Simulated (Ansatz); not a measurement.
OS: a test of scalar relativity, run with Ansatz's Python interface.

The script, `x2c_os.py`:
```python
"""Scalar relativity in OS."""

import ansatz as az
import numpy as np


def main() -> None:
    molecule = (
        az.Crystal.molecule()
        .atom("S", [0.0, 0.0, 0.0])
        .atom("O", [0.0, 0.0, 1.585])
    )

    base = (
        molecule.calculation()
        .functional("hf")
        .spin("collinear", total=2)
        .forces()
    )
    # a set contracted for a scalar-relativistic Hamiltonian goes with the relativistic run
    sets = {"none": "cc-pVTZ", "scalar": "cc-pVTZ-DK"}
    found = {kind: base.basis(gaussian=basis).pseudopotentials(relativity=kind).run(threads=1).report for kind, basis in sets.items()}
    for kind, each in found.items():
        dipole = 4.803205 * np.linalg.norm(each["charge_distribution"]["dipole_moment_e_ang"])
        print(f"{kind:7s} E = {each['free_energy_ev']:.4f} eV  dipole {dipole:.3f} D  largest force component {np.abs(each['forces_ev_ang']).max():.4f} eV/A")
    print(f"relativity lowers the total energy by {found['none']['free_energy_ev'] - found['scalar']['free_energy_ev']:.3f} eV")


if __name__ == "__main__":
    main()
```

What does scalar relativity change in the total energy and in the dipole?

The total moves by -30.8 eV, nearly all in the cores, and the dipole from 1.78 to 1.79 D.

The output:

Running `python x2c_os.py` prints:
```text
none    E = -12854.2961 eV  dipole 1.783 D  largest force component 5.4632 eV/A
scalar  E = -12885.1199 eV  dipole 1.785 D  largest force component 5.4148 eV/A
relativity lowers the total energy by 30.824 eV
```

What to keep in mind:
- Total energies depend on the basis set; only differences at equal settings carry meaning.
- The geometry is a force-field or estimated start, not a minimum of this method. The basis set changes with the Hamiltonian (a set recontracted for scalar relativity), and most of the change in the total lies in the cores.
- The species is open-shell (spin multiplicity 3).
- The spin state was assumed, and another may lie lower.
- It ran for 3.1 s on 1 thread of Arm Neoverse V1, on a shared host, peak memory 0.18 GiB.
